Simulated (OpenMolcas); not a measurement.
# doublet [SiF2]+: a chain of runs

We compute a single-point energy (ROHF/STO-3G), then the energy (CASSCF(3,3)/STO-3G), then the energy (CASPT2(3,3)/STO-3G), then the energy (SC-NEVPT2(3,3)/STO-3G), then a single-point energy (MRCI(3,3)/STO-3G) of doublet [SiF2]+. 

Program for the calculation: OpenMolcas 26.06.

1 further run of the same task is left out (set aside as unsound or not needed).

## Step 1: Starting point

[SiF2]+: 3 atoms, total charge +1, spin state doublet. As SMILES of the parent species, `F[Si]F`. Geometry: relaxed at PBE0-D4/def2-TZVP. That shape belongs to the parent species and isn't relaxed for this state.

Bond lengths: F1–Si2 1.602 Å, Si2–F3 1.602 Å. Angles: F1–Si2–F3 100.6°.

## Step 2: A single-point energy at ROHF/STO-3G (run 1)

File step1.inp:

```
&GATEWAY
BasLib=$CurrDir
Coord
3
angstrom
F        0.166300       1.246800       0.229400
Si      -0.594900      -0.046400      -0.330100
F        0.428600      -1.200400       0.100700
Basis=STO-3G
Group=NoSym
&SEWARD
&SCF
UHF
Charge=1
Spin=2
Scramble=0.25
PrOrbitals=1 1
&RASSCF
FileOrb=$Project.UnaOrb
Spin=2
Nactel=1 0 0
Inactive=15
Ras2=1
OutOrbitals=Canonical
OrbListing=Nothing
```

The basis set STO-3G is read from a file made from the Basis Set Exchange's data (not shown).

On the command line:

```sh
$ export MOLCAS_MEM=1860
$ pymolcas step1.inp > step1.log
```

Output (excerpt; [...] marks lines left out):

```text
--- Start Module: gateway ---
[...]
--- Stop Module: gateway /rc=_RC_ALL_IS_WELL_ ---
[...]
      Basis functions           19
[...]
--- Start Module: scf ---
[...]
       Convergence after  20 Iterations
[...]
::    Total SCF energy                               -481.4437577417
[...]
      Total spin, S                                     0.5155210468
[...]
--- Stop Module: scf /rc=_RC_ALL_IS_WELL_ ---
[...]
--- Start Module: rasscf ---
[...]
      Number of active orbitals                  1
[...]
      Spin quantum number                      0.5
[...]
      Active orbitals                            1
[...]
      Number of CSFs                             1
[...]
      Number of root(s) required                 1
[...]
      Convergence after 12 iterations
[...]
      printout of CI-coefficients larger than  0.05 for root  1
      energy=    -481.437865
      conf/sym  1     Coeff  Weight
             1  u   1.00000 1.00000
      Natural orbitals and occupation numbers for root  1
      sym 1:   1.000000
      ************************************************************************************************************************
      *                                                    Final results                                                     *
[...]
::    RASSCF root number  1 Total energy:   -481.43786470
[...]
      Total electronic charge=   31.000000
      Total            charge=    1.000000
[...]
      Dipole Moment (debye):
      Origin of the operator (angstrom)=   -0.0810   -0.0063   -0.0449
                   X= -3.4021E+00               Y= -2.6535E-01               Z= -1.8878E+00           Total=  3.8998E+00
      Center of Charge (angstrom)
[...]
--- Stop Module: rasscf /rc=_RC_ALL_IS_WELL_ ---
[...]
```

Run time: 3.9 s. Hardware: 1 thread of Intel Xeon Platinum 8259CL at 2.50GHz (Skylake/Cascade Lake), shared host; peak memory 0.37 GiB.

## Step 3: A single-point energy at CASSCF(3,3)/STO-3G (run 2)

File step2.inp:

```
* F2Si CASSCF
>>> EXPORT MOLCAS_PRINT=2

&GATEWAY
  BasLib
  $CurrDir
  Coord
  3
  angstrom
  F        0.166300       1.246800       0.229400
  Si      -0.594900      -0.046400      -0.330100
  F        0.428600      -1.200400       0.100700
  Basis
  STO-3G
  Group
  NoSym

&SEWARD

&RASSCF
  FileOrb
  $CurrDir/step1.RasOrb
  Spin
  2
  Nactel
  3 0 0
  Inactive
  14
  Ras2
  3
  OrbListing
  Nothing
```

The basis set STO-3G is read from a file made from the Basis Set Exchange's data (not shown).

On the command line:

```sh
$ export MOLCAS_MEM=1860
$ pymolcas step2.inp > step2.log
```

Output (excerpt; [...] marks lines left out):

```text
--- Start Module: gateway ---
[...]
--- Stop Module: gateway /rc=_RC_ALL_IS_WELL_ ---
--- Start Module: seward ---
[...]
      Basis functions           19
--- Stop Module: seward /rc=_RC_ALL_IS_WELL_ ---
[...]
--- Start Module: rasscf ---
[...]
      Number of active orbitals                  3
[...]
      Spin quantum number                      0.5
[...]
      Active orbitals                            3
[...]
      Number of CSFs                             8
[...]
      Number of root(s) required                 1
[...]
      Convergence after 11 iterations
[...]
      printout of CI-coefficients larger than  0.05 for root  1
      energy=    -481.440919
      conf/sym  111     Coeff  Weight
             1  2u0   0.99847 0.99695
             8  0u2   0.05521 0.00305
      Natural orbitals and occupation numbers for root  1
      sym 1:   1.993904   1.000000   0.006096
      ************************************************************************************************************************
      *                                                    Final results                                                     *
[...]
::    RASSCF root number  1 Total energy:   -481.44091925
[...]
      Total electronic charge=   31.000000
      Total            charge=    1.000000
[...]
      Dipole Moment (debye):
      Origin of the operator (angstrom)=   -0.0810   -0.0063   -0.0449
                   X= -3.3791E+00               Y= -2.6354E-01               Z= -1.8750E+00           Total=  3.8735E+00
      Center of Charge (angstrom)
[...]
--- Stop Module: rasscf /rc=_RC_ALL_IS_WELL_ ---
[...]
```

Wall time 3.3 s (1 thread of Intel Xeon Platinum 8259CL at 2.50GHz (Skylake/Cascade Lake), shared host); peak memory 0.37 GiB.

## Step 4: A single-point energy at CASPT2(3,3)/STO-3G (run 3)

File step3.input:

```
* F2Si CASPT2
>>> EXPORT MOLCAS_PRINT=2

&GATEWAY
 BasLib = $CurrDir
 Coord
 3
 angstrom
 F        0.166300       1.246800       0.229400
 Si      -0.594900      -0.046400      -0.330100
 F        0.428600      -1.200400       0.100700
 Basis = STO-3G
 Group = NoSym

&SEWARD

&RASSCF
 FileOrb = $CurrDir/step2.RasOrb
 Spin = 2
 Nactel = 3 0 0
 Inactive = 14
 Ras2 = 3
 OrbListing = Nothing

&CASPT2
 Imaginary = 0.1
 Frozen = 7
```

The basis set STO-3G is read from a file made from the Basis Set Exchange's data (not shown).

On the command line:

```sh
$ export MOLCAS_MEM=1860
$ pymolcas step3.input > step3.log
```

Output (excerpt; [...] marks lines left out):

```text
--- Start Module: gateway ---
[...]
--- Stop Module: gateway /rc=_RC_ALL_IS_WELL_ ---
[...]
      Basis functions           19
[...]
--- Start Module: rasscf ---
[...]
      Number of active orbitals                  3
[...]
      Spin quantum number                      0.5
[...]
      Active orbitals                            3
[...]
      Number of CSFs                             8
[...]
      Number of root(s) required                 1
[...]
      Convergence after  4 iterations
[...]
      printout of CI-coefficients larger than  0.05 for root  1
      energy=    -481.440919
      conf/sym  111     Coeff  Weight
             1  2u0   0.99847 0.99695
             8  0u2   0.05521 0.00305
      Natural orbitals and occupation numbers for root  1
      sym 1:   1.993904   1.000000   0.006096
      ************************************************************************************************************************
      *                                                    Final results                                                     *
[...]
::    RASSCF root number  1 Total energy:   -481.44091925
[...]
      Total electronic charge=   31.000000
      Total            charge=    1.000000
[...]
      Dipole Moment (debye):
      Origin of the operator (angstrom)=   -0.0810   -0.0063   -0.0449
                   X= -3.3791E+00               Y= -2.6353E-01               Z= -1.8750E+00           Total=  3.8735E+00
      Center of Charge (angstrom)
[...]
--- Stop Module: rasscf /rc=_RC_ALL_IS_WELL_ ---
--- Start Module: caspt2 ---
[...]
 ###    WARNING: User changed nr of frozen orbitals.                         ###
 ###############################################################################
[...]
      E2 (Variational):          -0.0850428256
      Total energy:            -481.5259620775
[...]
      Reference weight:           0.95257
[...]
::    CASPT2 Root  1     Total energy:   -481.52596208
[...]
--- Stop Module: caspt2 /rc=_RC_ALL_IS_WELL_ ---
[...]
```

Wall time 2.9 s (1 thread of Intel Xeon Platinum 8259CL at 2.50GHz (Skylake/Cascade Lake), shared host); peak memory 0.37 GiB.

## Step 5: A single-point energy at SC-NEVPT2(3,3)/STO-3G (run 4)

File step4.input:

```
* F2Si NEVPT2
>>> EXPORT MOLCAS_PRINT=2

&GATEWAY
  BasLib
  $CurrDir
  Coord
  3
  angstrom
  F        0.166300       1.246800       0.229400
  Si      -0.594900      -0.046400      -0.330100
  F        0.428600      -1.200400       0.100700
  Basis
  STO-3G
  Group
  NoSym

&SEWARD

&RASSCF
  FileOrb
  $CurrDir/step2.RasOrb
  Spin
  2
  Nactel
  3 0 0
  Inactive
  14
  Ras2
  3
  OrbListing
  Nothing

&CASPT2
  SC-NEVPT2
  Frozen
  7
```

The basis set STO-3G is read from a file made from the Basis Set Exchange's data (not shown).

On the command line:

```sh
$ export MOLCAS_MEM=1860
$ pymolcas step4.input > step4.log
```

Output (excerpt; [...] marks lines left out):

```text
--- Start Module: gateway ---
[...]
--- Stop Module: gateway /rc=_RC_ALL_IS_WELL_ ---
[...]
      Basis functions           19
[...]
--- Start Module: rasscf ---
[...]
      Number of active orbitals                  3
[...]
      Spin quantum number                      0.5
[...]
      Active orbitals                            3
[...]
      Number of CSFs                             8
[...]
      Number of root(s) required                 1
[...]
      Convergence after  4 iterations
[...]
      printout of CI-coefficients larger than  0.05 for root  1
      energy=    -481.440919
      conf/sym  111     Coeff  Weight
             1  2u0   0.99847 0.99695
             8  0u2   0.05521 0.00305
      Natural orbitals and occupation numbers for root  1
      sym 1:   1.993904   1.000000   0.006096
      ************************************************************************************************************************
      *                                                    Final results                                                     *
[...]
::    RASSCF root number  1 Total energy:   -481.44091925
[...]
      Total electronic charge=   31.000000
      Total            charge=    1.000000
[...]
      Dipole Moment (debye):
      Origin of the operator (angstrom)=   -0.0810   -0.0063   -0.0449
                   X= -3.3791E+00               Y= -2.6353E-01               Z= -1.8750E+00           Total=  3.8735E+00
      Center of Charge (angstrom)
[...]
--- Stop Module: rasscf /rc=_RC_ALL_IS_WELL_ ---
--- Start Module: caspt2 ---
[...]
 ###    WARNING: User changed nr of frozen orbitals.                         ###
 ###############################################################################
[...]
      E2 (Variational):          -0.0865776699
[...]
      E2 (Variational):          -0.0862944388
      Total energy:            -481.5272136906
[...]
      Reference weight:           0.95016
[...]
::    SC-NEVPT2 Root  1     Total energy:   -481.52721369
[...]
--- Stop Module: caspt2 /rc=_RC_ALL_IS_WELL_ ---
[...]
```

Wall time 2.8 s (1 thread of Intel Xeon Platinum 8259CL at 2.50GHz (Skylake/Cascade Lake), shared host); peak memory 0.37 GiB.

## Step 6: The energy at MRCI(3,3)/STO-3G (run 5)

File step5.inp:

```
* F2Si MRCI

&gateway
  baslib=$CurrDir
  coord
  3
  angstrom
  F        0.166300       1.246800       0.229400
  Si      -0.594900      -0.046400      -0.330100
  F        0.428600      -1.200400       0.100700
  basis=STO-3G
  group=NoSym

&seward

&rasscf
  fileorb=$CurrDir/step2.RasOrb
  spin=2
  nactel=3 0 0
  inactive=14
  ras2=3
  orblisting=Nothing

&motra
  lumorb
  frozen=7

&guga
  electrons=17
  spin=2
  inactive=7
  active=3
  ciall=1

&mrci
  sdci
```

The basis set STO-3G is read from a file made from the Basis Set Exchange's data (not shown).

On the command line:

```sh
$ export MOLCAS_MEM=1860
$ pymolcas step5.inp > step5.log
```

Output (excerpt; [...] marks lines left out):

```text
--- Start Module: gateway ---
[...]
--- Stop Module: gateway /rc=_RC_ALL_IS_WELL_ ---
[...]
      Basis functions           19
[...]
      Number of active orbitals                  3
[...]
      Spin quantum number                      0.5
[...]
      Active orbitals                            3
[...]
      Number of CSFs                             8
[...]
      Number of root(s) required                 1
[...]
      Convergence after  4 iterations
[...]
      printout of CI-coefficients larger than  0.05 for root  1
      energy=    -481.440919
      conf/sym  111     Coeff  Weight
             1  2u0   0.99847 0.99695
             8  0u2   0.05521 0.00305
      Natural orbitals and occupation numbers for root  1
      sym 1:   1.993904   1.000000   0.006096
      ************************************************************************************************************************
      *                                                    Final results                                                     *
[...]
::    RASSCF root number  1 Total energy:   -481.44091925
[...]
      Dipole Moment (debye):
      Origin of the operator (angstrom)=   -0.0810   -0.0063   -0.0449
                   X= -3.3791E+00               Y= -2.6353E-01               Z= -1.8750E+00           Total=  3.8735E+00
      Center of Charge (angstrom)
[...]
      *** WARNING: Default frozen orbitals is overwritten by user input.
      *** Default values:   4
[...]
--- Start Module: guga ---
[...]
--- Stop Module: guga /rc=_RC_ALL_IS_WELL_ ---
--- Start Module: mrci ---
[...]
       (But an ACPF correction will be computed)
       USE THE DEFAULT ACPF G-VALUE GFAC=  0.11764705882352941
[...]
                      CI ENERGY:  -481.55066859
[...]
                ACPF CORRECTION:    -0.01242817
[...]
      Total electronic charge=   31.000000
      Total            charge=    1.000000
[...]
     ACPF CORRECTION:     -0.01242817
[...]
  CI State   1     Total energy:   -481.55066859     QDav:     -0.01430119     QACPF:     -0.01242817
[...]
--- Stop Module: mrci /rc=_RC_ALL_IS_WELL_ ---
[...]
```

It took 4.5 s on 1 thread of Intel Xeon Platinum 8259CL at 2.50GHz (Skylake/Cascade Lake), shared host; peak memory 0.37 GiB.

## Step 7: What came out

| quantity | value |
| --- | --- |
| run 1, ROHF/STO-3G: total energy | -481.43786 Eh |
| run 2, CASSCF(3,3)/STO-3G: total energy | -481.44092 Eh |
| run 3, CASPT2(3,3)/STO-3G: total energy | -481.52596 Eh |
| run 4, SC-NEVPT2(3,3)/STO-3G: total energy | -481.52721 Eh |
| run 5, MRCI(3,3)/STO-3G: total energy | -481.55067 Eh |

**Reading.** Mulliken charges (run 2, CASSCF(3,3)/STO-3G) run from -0.16 on F1 to +1.32 on Si2; they depend strongly on the basis. Mulliken charges (run 3, CASPT2(3,3)/STO-3G) of the CASSCF density run from -0.16 on F1 to +1.32 on Si2; they depend strongly on the basis. Mulliken charges (run 5, MRCI(3,3)/STO-3G) of the CASSCF density run from -0.16 on F1 to +1.32 on Si2.
